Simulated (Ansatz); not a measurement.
`CCC#CF` + H₂S → `CCS` + `C#CF` at 400 K and 1 bar (substitution at a C–C bond).

Calculated with Ansatz (gas phase, PBE0-D4/def2-TZVP geometries, no zero-point term in ΔE). CBS: MP2 limit from def2 TZ/QZ plus the TZ coupled-cluster correction, frozen cores. This one scheme is used for every species. Each species was taken in one conformer, which may not be the lowest.

| species | CCSD(T)/CBS energy (Eh) | H − E (kJ/mol) | S (J/(mol·K)) |
| --- | --- | --- | --- |
| `CCC#CF` | -254.91180 | 232.5 | 340.3 |
| H₂S | -398.97279 | 53.4 | 215.9 |
| `CCS` | -477.49091 | 219.5 | 307.4 |
| `C#CF` | -176.38388 | 70.6 | 244.8 |

H − E and S are ideal-gas, rigid-rotor, harmonic terms from PBE0-D4/def2-TZVP, for one conformer and one mirror image of each species. 1 Eh = 2625.50 kJ/mol, R = 8.31446 J/(mol·K).

Task: By hand: ΔE, ΔH, ΔS and ΔG.

Result: ΔE = (-477.49091) + (-176.38388) − (-254.91180) − (-398.97279) = 0.00980 Eh = 25.7 kJ/mol. Δ(H − E) = 219.5 + 70.6 − 232.5 − 53.4 = 4.2, so ΔH = 29.9 kJ/mol. ΔS = 307.4 + 244.8 − 340.3 − 215.9 = -4.0 J/(mol·K). ΔG = 29.9 − 400 × (-4.0)/1000 = 31.5 kJ/mol.

Task: By hand: the equilibrium constant, and the temperature at which ΔG would vanish if ΔH and ΔS stayed fixed.

Result: log₁₀ K = −ΔG/(RT ln 10) = -4.1. ΔH and −TΔS have one sign here, so there is no such temperature. One of them is within its doubt of zero, so this could turn.

The number of gas molecules stays the same, so ΔS is small and ΔH decides. A doubt of 5 kJ/mol in ΔE shifts log₁₀ K by 0.7 here. Other conformers and mirror images would add mixing entropy, several J/(mol·K) or more a flexible species. These are equilibria of isolated gas molecules and say nothing of rates. Largest T1 diagnostic: 0.013 (customary marks: 0.02 for closed shells, 0.045 for open ones).
